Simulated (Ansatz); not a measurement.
Computed with Ansatz.

Basis-set series for C₂H₂F₂O (`F[C@@H]1O[C@H]1F`). Total charge 0; spin multiplicity 1. The structure was optimised at the PBE0-D4/def2-TZVP level.

```csv
functional,basis,functions,energy (Eh),HOMO (eV),LUMO (eV)
PBE0-D4,def2-SVP,80,-351.65415,-9.05,2.27
PBE0-D4,def2-TZVPP,183,-352.07525,-9.18,1.74
ωB97M-V,def2-SVP,80,-351.90309,-11.40,4.07
ωB97M-V,def2-TZVPP,183,-352.33431,-11.55,3.35
```

**Question.** Give the rows for def2-QZVPP. (Estimate.)

**Answer.** The calculation gave: 
```tsv
functional	basis	functions	energy (Eh)	HOMO (eV)	LUMO (eV)
PBE0-D4	def2-QZVPP	345	-352.09364	-9.23	1.11
ωB97M-V	def2-QZVPP	345	-352.35176	-11.60	2.22
```

Positive LUMOs are unbound and depend on the basis.
